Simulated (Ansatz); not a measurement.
Ansatz (a first-principles code) input (B3LYP/cc-pVDZ):

Ansatz 0.2 input:
```yaml
crystal:
  periodic: [false, false, false]
  atoms:
    - {symbol: C, position_ang: [1.01507197, -0.58561759, 0.00621102]}
    - {symbol: C, position_ang: [2.42102843, -0.10465548, 0.00237052]}
    - {symbol: C, position_ang: [0.03438900, 0.59146367, -0.00567664]}
    - {symbol: H, position_ang: [0.81158166, -1.19058228, 0.89273520]}
    - {symbol: H, position_ang: [0.81257307, -1.20754575, -0.86872628]}
    - {symbol: Cl, position_ang: [-1.68292060, 0.01861049, -0.00112644]}
    - {symbol: H, position_ang: [2.92912026, 0.11926184, -0.92547672]}
    - {symbol: H, position_ang: [2.92807801, 0.13709513, 0.92630458]}
    - {symbol: H, position_ang: [0.15218135, 1.21766313, 0.87507589]}
    - {symbol: H, position_ang: [0.15317941, 1.20058596, -0.89819258]}
basis:
  gaussian:
    orbitals: cc-pVDZ
hamiltonian:
  xc: {name: B3LYP}
magnetization: {spin_polarized: true, initial_magnetization: 1}
output: {forces: true}
```

What final total energy does it give?

-578.09074 Eh.
